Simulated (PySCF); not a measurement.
**sulfuryl chloride fluoride (SClO₂F): electronic excitations and core binding energies**

What electronic excitations and core binding energies should sulfuryl chloride fluoride (SClO₂F) (`O=S(=O)(F)Cl`) show?

Computed with PySCF 2.14.0, with density-fitted response routines of our own, on a single molecule in the gas phase. Atoms are numbered from 0 throughout.

## (1) The starting structure

5 atoms, charge 0, multiplicity 1; geometry from: GFN2-xTB.

Bonds of the start (Å): O0–S1 1.41, S1–O2 1.41, S1–F3 1.63, S1–Cl4 2.02.

## (2) Excited states and response: wB97X-D/def2-SVPD

The job: settings as JSON, then the geometry in Å.

```
{"job": {"kind": "uv", "xc": "wB97X-D", "basis": "def2-SVPD", "nstates": 8, "ntriplets": 3}, "charge": 0, "multiplicity": 1}
O     -0.517618    -0.951405    -1.075041
S     -0.147070    -0.154788     0.027216
O     -0.576603    -0.420557     1.343154
F     -0.596663     1.368768    -0.317671
Cl     1.846576     0.160835     0.005157
```

Method: TDDFT wB97X-D/def2-SVPD, vertical, gas phase, core orbitals frozen in the response.

Launch:

```console
$ OMP_NUM_THREADS=1 python probes_run.py task.json out
```

One launch serves the whole session: the jobs run in the order shown.

**Question.** After this job, these run on its result: delta-SCF UKS SCAN, pcX-2 on the ionised atom, pcseg-1 elsewhere, spin-free X2C. What will the session give for the following? lowest singlet (wB97X-D/def2-SVPD); brightest of those computed; lowest triplet; O1s binding energies; S1s binding energies; S2p binding energies; F1s binding energies; Cl1s binding energies; Cl2p binding energies.

The runs gave:

| quantity | value |
| --- | --- |
| lowest singlet (wB97X-D/def2-SVPD) | 5.81 eV (213 nm), f = 0.002 |
| brightest of those computed | state 5, 8.00 eV, f = 0.166 |
| lowest triplet | 5.15 eV |
| O1s binding energies | O0 540.10 eV |
| S1s binding energies | S1 2486.04 eV |
| S2p binding energies | S1 177.54 eV |
| F1s binding energies | F3 694.07 eV |
| Cl1s binding energies | Cl4 2830.51 eV |
| Cl2p binding energies | Cl4 208.47 eV |

The first singlet state (HOMO→LUMO 0.97) lies at 5.81 eV and is weak; the strongest absorption computed is state 5 at 8.00 eV. The lowest triplet lies 0.67 eV below the lowest singlet (triplets in Tamm-Dancoff, singlets in full TDDFT).
